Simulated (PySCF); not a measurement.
Species: C5H6O.
InChI=1S/C5H6O/c1-4-3-5(4)6-2/h3H,1H2,2H3

Torsions of this conformer, `[CH2:1]=[C:2]1[CH:3]=[C:4]1[O:5][CH3:6]`: C3–C4–O5–C6 -179°.

The closed-shell ground state was solved at several levels (PySCF, density fitting, gas phase, non-relativistic). The structure is a single PBE0-D3(BJ)/def2-SVP conformer in the gas phase; no vibrational or solvent corrections.

```csv
level,basis functions,total energy (Eh),HOMO (eV),LUMO (eV),gap (eV),dipole (D)
HF/pcJ-1,222,-267.5491,-7.72,4.17,11.89,1.92
B97-2/pcJ-1,222,-269.1454,-5.35,0.25,5.60,1.99
B3LYP/cc-pVTZ,264,-269.3323,-5.36,0.06,5.42,2.01
B3LYP/6-31G*,96,-269.2234,-5.00,0.55,5.55,2.00
PBE/pcJ-1,222,-268.9111,-4.55,-0.73,3.82,2.07
B3LYP/6-31G-J,96,-269.1905,-5.16,0.32,5.48,1.76
KT2/pcJ-1,222,-273.8359,-4.54,-0.69,3.85,2.03
CAM-B3LYP/pcJ-1,222,-269.0996,-6.84,1.47,8.31,1.96
```

Estimate the row for BHandHLYP/pcJ-1, a basis of 222 functions; the other rows only guide the guess.

Total energy -269.0669 Eh, HOMO -6.46 eV, LUMO 1.44 eV, gap 7.90 eV, dipole 1.93 D.

Over all these levels, which gives the widest orbital gap and which the narrowest?

HF/pcJ-1 (Hartree–Fock, all exact exchange) has the widest, 11.89 eV, and PBE/pcJ-1 (GGA) the narrowest, 3.82 eV. The two share the basis. From the narrowest to the widest the HOMO moves by -3.17 eV and the LUMO by +4.90 eV.

How much does the basis alone move the frontier levels among the 3 B3LYP rows?

The HOMO by 0.36 eV and the LUMO by 0.49 eV. By rising basis size (HOMO, LUMO in eV): 6-31G* -5.00, 0.55; 6-31G-J -5.16, 0.32; cc-pVTZ -5.36, 0.06.

In the pcJ-1 basis, how does the gap go with the fixed share of exact exchange?

PBE (0 %) 3.82 eV; KT2 (0 %) 3.85 eV; B97-2 (21 %) 5.60 eV; BHandHLYP (50 %) 7.90 eV; HF (100 %) 11.89 eV. Each rise in the share widens the gap here.

How far do the dipole and the HOMO energy spread over the levels?

The dipole runs from 1.76 to 2.07 D (mean 1.96 D) and the HOMO from -7.72 to -4.54 eV.
